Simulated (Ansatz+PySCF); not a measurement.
**singlet CH₃BO: levels of theory in one basis**

```xyz
6

B     0.0000    0.0000   -1.2295
C     0.0000    0.0000    0.1681
O     0.0000    0.0000    1.2094
H     0.0000   -1.0866   -1.5122
H    -0.9410    0.5433   -1.5122
H     0.9410    0.5433   -1.5122
```

Basis set: def2-SVP (spherical functions). Correlated methods keep 3 orbitals frozen. Charge 0, multiplicity 1.

Computed with Ansatz (development build ahead of 0.2.0); each method stands on the lowest determinant of its kind that the runs found.

```csv
method,E − E(RHF) (eV),<S²> of the determinant
RHF,0.00,0.00
RHF-CCSD,-11.42,–
RHF-CCSD(T),-11.78,–
```

Task: What does RHF-MP2 give on the same scale?

Result: -10.76 eV.

Task: Is a single determinant a sound starting point here?

Result: By this sign, yes. Unrestricted orbitals gain 0.00 eV and <S²> is 0.00 against 0.00 for a pure state.
